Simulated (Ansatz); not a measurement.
A nudged elastic band was laid between two geometries of CH$_{5}$AlO (8 atoms, charge 0, multiplicity 1).

Theory: Ansatz, RKS PBE0-D4/def2-SVP.

```
movable images  : 9
climbing image  : yes
spring          : 5.0 eV/Å²
optimiser       : quadratic models (default)
start path      : through a guess of the saddle point
force threshold : 0.05 eV/Å
iteration limit : 60
end points      : relaxed
```

Image 0:

```xyz
8
Properties=species:S:1:pos:R:3
Al 0.574 -0.027 -0.079
C 1.000 -0.068 1.826
H 0.145 -0.329 2.470
H 1.806 -0.794 2.027
H 1.380 0.914 2.157
H 1.650 0.274 -1.203
O -0.995 -0.308 -0.690
H -1.782 -0.507 -0.182
```

Image 10:

```xyz
8
Properties=species:S:1:pos:R:3
Al -1.237 0.872 -1.618
C 1.598 -0.083 1.629
H 0.694 -0.145 1.008
H 1.614 -0.915 2.347
H 1.605 0.870 2.175
H 2.488 -0.141 0.987
O -1.427 -0.315 -0.432
H -1.557 -0.990 0.229
```

**Question.** What changes between the two ends?

**Answer.** Bonds broken: Al1–C2, Al1–H6. Bonds formed: C2–H6. CH5AlO becomes AlHO + CH4.

**Question.** Give the energies along the band, and the barrier.

**Answer.** It converged. The highest image is number 3 of 0 to 10, 334.8 kJ/mol above the first end and 288.2 kJ/mol above the last; the last end lies 46.6 kJ/mol above the first. Neighbouring images differ by up to 3.0 eV, so the band resolves the path poorly. A vibrational analysis at the climbing image gives one clearly imaginary mode, 1426i cm⁻¹: a first-order saddle point. The orbitals stay closed-shell, which can raise the energy where a bond breaks towards radicals; this wasn't checked here.

| image | path coordinate (Å) | energy (kJ/mol) | Al1–C2 (Å) | Al1–H6 (Å) | C2–H6 (Å) |
| --- | --- | --- | --- | --- | --- |
| 0 | 0.00 | 0.0 | 1.95 | 1.58 | 3.12 |
| 1 | 1.06 | 0.5 | 1.95 | 1.58 | 3.13 |
| 2 | 2.13 | 45.6 | 1.91 | 1.56 | 2.71 |
| 3 | 3.19 | 334.8 | 2.16 | 1.58 | 1.73 |
| 4 | 3.88 | 121.4 | 2.59 | 1.94 | 1.16 |
| 5 | 4.58 | 63.2 | 3.18 | 2.46 | 1.10 |
| 6 | 5.27 | 50.3 | 3.64 | 3.01 | 1.10 |
| 7 | 5.96 | 49.1 | 3.84 | 3.40 | 1.10 |
| 8 | 6.66 | 47.8 | 3.94 | 3.68 | 1.10 |
| 9 | 7.35 | 46.7 | 4.19 | 4.18 | 1.10 |
| 10 | 8.04 | 46.6 | 4.41 | 4.66 | 1.10 |

**Question.** What is the geometry of the highest image?

**Answer.** 
```xyz
8
Properties=species:S:1:pos:R:3
Al 0.367 -0.319 -0.401
C 1.180 -0.041 1.585
H 0.583 -0.825 2.088
H 2.216 -0.092 1.949
H 0.770 0.965 1.792
H 1.880 -0.398 0.047
O -1.283 -0.044 -0.016
H -1.935 -0.092 -0.720
```

The band took 25 iterations and about 4 core-minutes.

Time of the run: 3.7 min on 1 thread of Intel(R) Xeon(R) 6975P-C (Granite Rapids) (shared host), peak memory 0.15 GiB.
